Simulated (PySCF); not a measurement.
Species: C₃H₆N (doublet state).
Structure used (PBE0-D3(BJ)/def2-SVP), in Å, numbered top down from 1:
```xyz
10
C3H6N angstrom
C     -0.842    0.586   -0.143
C     -0.215   -0.805   -0.167
C      1.226   -0.827    0.204
N      2.087   -0.013    0.531
H     -0.779    1.033    0.862
H     -0.335    1.264   -0.847
H     -1.904    0.543   -0.425
H     -0.746   -1.493    0.513
H     -0.308   -1.265   -1.166
H      1.833    0.987    0.592
```

The hyperfine couplings belong to this conformer and change with its torsions.

As a line formula: `[H]/N=[C]\CC` [radical].

Method used: PySCF, UKS B3LYP, IGLO-III on C N, pcH-1 on H, non-relativistic, mean-field spin-orbit, GIAO. The structure is a single PBE0-D3(BJ)/def2-SVP conformer in the gas phase; no vibrational or solvent corrections. No stability test was run, so a lower SCF solution isn't excluded.

Match the computed a_iso(13C) values +416.8, +96.0, +25.9 MHz with the sites C1; C2; C3.

```tsv
site	a_iso (MHz)	ρ(0) (bohr⁻³)	position	distance from C3 (Å)	spin population	largest |T| (MHz)
C1	+25.9	+0.0231	2 bonds from C3	2.53	+0.05	9.4
C2	+96.0	+0.0854	1 bond from C3	1.49	0.00	18.7
C3	+416.8	+0.3708	largest spin population	0.00	+0.76	109.8
```

ρ(0) is the spin density at the nucleus and T the dipolar tensor; entries for several nuclei are means. Largest spin populations (Mulliken): C3 (+0.76) and H10 (+0.13). C3 is the only atom above +0.15.

Means are taken over nuclei equivalent by connectivity, which assumes that they swap fast. The three 1H nuclei of mean +1.0 MHz run from -3.2 to 9.4 MHz in the frozen geometry.

Hardware: one thread, x86-64 server, no GPU, on a shared host. Cost: 15 s wall.
